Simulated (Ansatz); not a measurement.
Worked example: correlation energy of H₂Br⁺, singlet

Geometry: a PBE0/def2-TZVP stationary point for this spin, not checked as a minimum.

```yaml
atoms:
  - { symbol: Br, position_ang: [0.0000, -0.0246, 0.0000] }
  - { symbol: H, position_ang: [0.0000, 0.9758, -1.0458] }
  - { symbol: H, position_ang: [0.0000, 0.9758, 1.0458] }
```

Basis cc-pVDZ; Ansatz 0.2.0. Correlated methods freeze the noble-gas cores and the filled d shells of p-block atoms, which leaves 8 electrons in 23 orbitals. Prefix R: restricted or restricted open-shell reference. No spin–orbit coupling is included, and no scalar relativity.

Full CI is exact within this basis and frozen core; it isn't the basis-set limit.

RCCSD has a T1 diagnostic of 0.007 and a largest doubles amplitude of 0.06.

Runs differ by some tens of microhartree through their thresholds, so steps under 0.03 kcal/mol mean nothing.

| level | total energy (hartree) |
| --- | --- |
| RHF | -2573.192968 |
| RMP2 | -2573.324299 |
| RCCSD | -2573.344125 |
| RCCSD(T) | -2573.346949 |
| RCCSDT | -2573.347292 |
| RCCSDT(Q) | -2573.347497 |
| RCCSDTQ | -2573.347514 |
| full CI | -2573.347522 |

What is the correlation energy at full CI, and what share of it do RMP2 and RCCSD recover?

E(corr) = -2573.347522 − (-2573.192968) = -0.154554 hartree = -4.206 eV. RMP2: -0.131331 / -0.154554 = 84.97 %. RCCSD: -0.151157 / -0.154554 = 97.80 %.

By how many kcal/mol does RCCSD(T) miss full CI (1 hartree = 627.509 kcal/mol), and which steps make up the rest?

-2573.346949 − (-2573.347522) = 0.000573 hartree = 0.36 kcal/mol. Steps: RCCSDT − RCCSD(T) = -0.22, RCCSDT(Q) − RCCSDT = -0.13, RCCSDTQ − RCCSDT(Q) = -0.01, full CI − RCCSDTQ = -0.01 kcal/mol. That is within 1 kcal/mol of the reference in this basis, which itself misses far more of the correlation at the basis-set limit.
